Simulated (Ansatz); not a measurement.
# SiH3Cl (chlorosilane) at PBE-QIDH/aug-cc-pVDZ

Aim: the energy change on altering one bond length of SiH3Cl (chlorosilane) at PBE-QIDH/aug-cc-pVDZ, from 2 runs. 

Program for the calculation: Ansatz 0.2.0.

60 further runs of the same task are left out: 2 that didn't finish, 58 set aside as unsound or not needed.

### 1 The system as given

SiH3Cl: 5 atoms, total charge 0, spin state singlet. SMILES: `[SiH3]Cl`. Geometry: relaxed at PBE0-D4/def2-TZVP.

Bond lengths: Si1–Cl2 2.054 Å, Si1–H3 1.481 Å, Si1–H4 1.481 Å, Si1–H5 1.481 Å. Angles: Cl2–Si1–H3 108.5°, Cl2–Si1–H4 108.5°, Cl2–Si1–H5 108.5°, H3–Si1–H4 110.4°, H3–Si1–H5 110.4°, H4–Si1–H5 110.4°.

### 2 The energy at PBE-QIDH/aug-cc-pVDZ

Contents of input.yaml:

```yaml
crystal:
  periodic: [false, false, false]
  atoms:
    - {symbol: Si, position_ang: [-0.112000, 0.018600, -0.030900]}
    - {symbol: Cl, position_ang: [1.838300, -0.513500, 0.329900]}
    - {symbol: H, position_ang: [-0.950900, -0.488300, 1.079100]}
    - {symbol: H, position_ang: [-0.534700, -0.585700, -1.314900]}
    - {symbol: H, position_ang: [-0.190800, 1.495400, -0.104700]}
basis:
  gaussian: {orbitals: aug-cc-pVDZ}
hamiltonian: {xc: {name: PBE-QIDH}}
correlation: {frozen_orbitals: {Cl: 5, H: 0, Si: 5}}
accuracy: high
output: {orbitals: {seedname: orbitals}}
```

Run with:

```console
$ ansatz run input.yaml --threads 1 --pin off --max-ram 3480MiB --events-out events.jsonl --progress --plain --runs-dir runs
```

Standard output:

```text
Warning: RAYON_NUM_THREADS=1 ignored (pool sized by the plan → 1); use --threads N
Functional definition: PBE-QIDH
  name "PBE-QIDH"
  parameter a = 3^(-1/3)
  parameter c = 1/3
  exchange = (1 - a)*pbe_x + a*exact_x
  correlation = (1 - c)*pbe_c + c*(mp2_os + mp2_ss)
1640 factors; integrals over basis functions are off by at most 3.8e-9 eV
mean field evaluation 1: about -20434.6516 eV, gradient 8.6e0 eV
mean field evaluation 2: about -20434.6546 eV, gradient 8.6e0 eV
mean field evaluation 4: about -20434.9476 eV, gradient 1.0e0 eV
mean field evaluation 8: about -20434.9511 eV, gradient 3.5e-3 eV
mean field evaluation 16: about -20434.9511 eV, gradient 5.7e-8 eV
mean field -20434.95108454 eV, -750.9706010493 hartree, gradient 5.6e-8 eV, S^2 0.000000; 0 other end points of the search recorded, 0 dependent functions left out
10 core orbitals not correlated: weight in the atoms' cores, before any rotation towards them, 1.000 or more for the frozen orbitals, at most 0.000 for the correlated occupied ones
reference -20434.95108665 eV, -750.9706011269 hartree; 7, 7 occupied and 64, 64 virtual orbitals, 1640 factors
second order -7.94529309 eV of doubles, -0.00000000 eV of singles
Total energy: -20437.59951767 eV, -751.0679291720 hartree
```

Run time: 5.1 s. Hardware: 1 thread of Intel Xeon Platinum 8375C at 2.90GHz (Ice Lake), shared host; peak memory 0.24 GiB.

### 3 The distorted shape

Contents of input.yaml:

```yaml
basis:
  gaussian:
    orbitals: aug-cc-pVDZ
crystal:
  periodic: [false, false, false]
  atoms:
    - {symbol: Si, position_ang: [-0.017442, -1.753530, 0.057658]}
    - {symbol: Cl, position_ang: [1.932858, -2.285630, 0.418458]}
    - {symbol: H, position_ang: [-0.856342, -2.260430, 1.167658]}
    - {symbol: H, position_ang: [-0.440142, -2.357830, -1.226342]}
    - {symbol: H, position_ang: [-0.190800, 1.495400, -0.104700]}
hamiltonian:
  xc: {name: PBE-QIDH}
correlation:
  frozen_orbitals: {Cl: 5, H: 0, Si: 5}
accuracy: high
output: {orbitals: {seedname: orbitals}}
```

Run with:

```console
$ ansatz run input.yaml --threads 1 --pin off --max-ram 3480MiB --events-out events.jsonl --progress --plain --runs-dir runs
```

Standard output, shortened:

```text
Warning: RAYON_NUM_THREADS=1 ignored (pool sized by the plan → 1); use --threads N
[... 2 set-up lines as earlier in the session ...]
[...]
1647 factors; integrals over basis functions are off by at most 3.9e-9 eV
[...]
mean field -20429.82643293 eV, -750.7822735764 hartree, gradient 3.5e-8 eV, S^2 0.000000; 0 other end points of the search recorded, 0 dependent functions left out; unrestricted orbitals would lower it
10 core orbitals not correlated: weight in the atoms' cores, before any rotation towards them, 1.000 or more for the frozen orbitals, at most 0.000 for the correlated occupied ones
reference -20429.82643521 eV, -750.7822736604 hartree; 7, 7 occupied and 64, 64 virtual orbitals, 1647 factors
second order -9.05510486 eV of doubles, -0.00000000 eV of singles
Total energy: -20432.84480350 eV, -750.8931966490 hartree
```

Run time: 5.4 s. Hardware: 1 thread of Intel Xeon Platinum 8375C at 2.90GHz (Ice Lake), shared host; peak memory 0.24 GiB.

### 4 Summary of results

Level: PBE-QIDH/aug-cc-pVDZ, 10 core orbitals frozen.

| quantity | value |
| --- | --- |
| first shape: total energy | -751.06793 Eh |
| first shape: HOMO energy (SCF part's orbitals) | -11.18 eV |
| first shape: LUMO energy (SCF part's orbitals) | 0.66 eV |
| first shape: HOMO–LUMO gap (SCF part's orbitals) | 11.84 eV |
| distorted shape: total energy | -750.89320 Eh |
| distorted shape: HOMO energy (SCF part's orbitals) | -7.86 eV |
| distorted shape: LUMO energy (SCF part's orbitals) | -2.65 eV |
| distorted shape: HOMO–LUMO gap (SCF part's orbitals) | 5.20 eV |
| energy change with the Si1–H5 bond stretched from 1.481 to 3.258 Å | 4.755 eV |

In words: With the Si1–H5 bond stretched from 1.481 to 3.258 Å the energy rises by 4.75 eV (459 kJ/mol). The first shape isn't relaxed at this level, so the change isn't measured from a minimum. A restricted reference can't describe the breaking bond well at this length. The restricted solution (distorted shape) is unstable to spin breaking: an unrestricted one lies lower.
